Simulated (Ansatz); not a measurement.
Ansatz (a quantum-chemistry and plane-wave program) input (CCSD(T)/aug-cc-pV(D+d)Z):
A basis named .json is the Basis Set Exchange file of that set.

Ansatz 0.2 input:
```yaml
crystal:
  periodic: [false, false, false]
  atoms:
    - {symbol: C, position_ang: [-0.04611676, 1.10658486, -0.24043606]}
    - {symbol: S, position_ang: [-0.01350845, -0.55406625, 0.19009309]}
    - {symbol: H, position_ang: [0.62811865, -1.02039440, -0.89361830]}
    - {symbol: H, position_ang: [-0.51679079, 1.78106912, 0.45592676]}
    - {symbol: H, position_ang: [0.38150795, 1.46487603, -1.16118149]}
basis:
  gaussian:
    orbitals: aug-cc-pV_D+d_Z.json
magnetization: {spin_polarized: true, initial_magnetization: 1}
correlation: {method: ccsd_t, electrons: outside_noble_gas}
```

End of the output:

```
reference -11894.33230597 eV, -437.1086499765 hartree; 7, 6 occupied and 69, 70 virtual orbitals, 801 factors
second order -7.41156614 eV of doubles, -0.00000000 eV of singles
coupled cluster: 0.34 GiB planned
cycle   1  -8.07921682 eV  change   -6.7e-1 eV  update   7.1e-2
cycle   2  -8.35303576 eV  change   -2.7e-1 eV  update   2.6e-2
cycle   3  -8.39850393 eV  change   -4.5e-2 eV  update   1.4e-2
cycle   4  -8.39983979 eV  change   -1.3e-3 eV  update   7.2e-3
cycle   5  -8.40045279 eV  change   -6.1e-4 eV  update   2.8e-3
cycle   6  -8.40083399 eV  change   -3.8e-4 eV  update   8.4e-4
cycle   7  -8.40089338 eV  change   -5.9e-5 eV  update   3.0e-4
cycle   8  -8.40087368 eV  change    2.0e-5 eV  update   1.0e-4
cycle   9  -8.40083832 eV  change    3.5e-5 eV  update   3.5e-5
cycle  10  -8.40083502 eV  change    3.3e-6 eV  update   1.1e-5
perturbative correction -0.28370074 eV, -0.0104258097 hartree
Total energy: -11903.01684173 eV, -437.4278007788 hartree
```

It need not be the lowest isomer of its formula.
